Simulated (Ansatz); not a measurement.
## Heat of formation of C2H6S (dimethyl sulfide) from total energies

The species is C2H6S (9 atoms), meant as a singlet with charge 0. As SMILES, `CSC`. Geometry: relaxed at PBE0-D4/def2-TZVP.

```xyz
9

C    -0.4749    1.0469   -0.7325
S     0.8265   -0.1854   -0.8360
C     0.5226   -1.0634    0.7001
H    -1.4613    0.5792   -0.7067
H    -0.4047    1.6660   -1.6274
H    -0.3474    1.6841    0.1451
H    -0.4743   -1.5088    0.7105
H     1.2628   -1.8613    0.7674
H     0.6393   -0.4038    1.5625
```

Total energies at r2SCAN0/cc-pVDZ (Ansatz 0.2.0); the atoms run unrestricted:

| species | state | energy (Eh) |
| --- | --- | --- |
| C2H6S | singlet | -477.922858 |
| C | triplet | -37.827855 |
| S | triplet | -398.077747 |
| H | doublet | -0.499226 |

Harmonic wavenumbers at PBE0-D4/def2-TZVP, in cm⁻¹: 187, 187, 265, 720, 774, 908, 950, 988, 1052, 1336, 1360, 1453, 1462, 1470, 1479, 3043, 3047, 3120, 3129, 3151, 3152.

Measured heats of formation of the gaseous atoms at 298.15 K, in kJ/mol: C 716.9, S 277.0, H 218.0. Spin-orbit lowering of the atoms at 298 K (mean of the ground term's levels less their thermal mean, from spectra), in kJ/mol: C 0.02, S 1.88. Take 1 Eh = 2625.50 kJ/mol, 1 cm⁻¹ = 0.0119627 kJ/mol, RT = 2.479 kJ/mol.

Question: What heat of formation follows?

Answer: 
1. Electronic atomisation energy: 2 × (-37.827855) + (-398.077747) + 6 × (-0.499226) − (-477.922858) = 1.194045 Eh = 3135.0 kJ/mol.
2. Zero-point energy: half the sum of the wavenumbers, 16616.5 cm⁻¹ = 198.8 kJ/mol.
3. Thermal vibrational enthalpy, Σ hcν̃/(exp(hcν̃/kT) − 1): 5.3 kJ/mol. Translation, rotation and pV of a non-linear molecule: 4 RT = 9.9 kJ/mol.
4. The 9 free atoms carry 5/2 RT each: 55.8 kJ/mol.
5. Spin-orbit coupling lowers the free atoms by 2 × 0.02 + 1.88 = 1.9 kJ/mol.
6. Atomisation enthalpy at 298 K: 3135.0 − 1.9 − 198.8 − 5.3 − 9.9 + 55.8 = 2974.9 kJ/mol.
7. Sum of the atoms' heats of formation: 3018.8 kJ/mol. Heat of formation: 3018.8 − 2974.9 = +43.9 kJ/mol.

The tabulated value is -37.4 kJ/mol (CRC Handbook of Chemistry and Physics), so this level is off by +81.3 kJ/mol, or 2.7 % of the atomisation enthalpy. Anharmonicity and any spin-orbit splitting of the molecule are left out.
